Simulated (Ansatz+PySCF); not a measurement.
Results of a calculation; reference values are marked as such.
This PySCF input gave a total energy of -77.94375 hartree.

```python
from pyscf import gto, scf

mol = gto.M(atom="""
C 0.000000 0.000000 -0.612090
C 0.000000 0.000000 0.612090
H 0.000000 -0.856650 -1.141090
H 0.000000 0.856650 -1.141090
H 0.000000 -0.856650 1.141090
H 0.000000 0.856650 1.141090
""", basis='def2-svp', charge=0, spin=0)
mf = scf.UHF(mol)
mf.kernel()
print(mf.converged, mf.e_tot, mf.spin_square()[0])
```

(1) Write an input for Ansatz with the same method and basis set.

## Answers

(1)

```yaml
crystal:
  periodic: [false, false, false]
  atoms:
    - { symbol: C, position_ang: [0.0, 0.0, -0.61209] }
    - { symbol: C, position_ang: [0.0, 0.0, 0.61209] }
    - { symbol: H, position_ang: [0.0, -0.85665, -1.14109] }
    - { symbol: H, position_ang: [0.0, 0.85665, -1.14109] }
    - { symbol: H, position_ang: [0.0, -0.85665, 1.14109] }
    - { symbol: H, position_ang: [0.0, 0.85665, 1.14109] }
basis:
  gaussian: { orbitals: def2-SVP }
magnetization:
  spin_polarized: true
hamiltonian:
  xc: hf
scf:
  omitted_lower_state_checks: [stability, starts, atomic_configurations, cluster_reference, orbital_swaps, given_window_search, neighbouring_geometries, increment]
```

Ansatz (development build ahead of 0.2.0) gave -77.94375 hartree, 0.03 meV from the first.
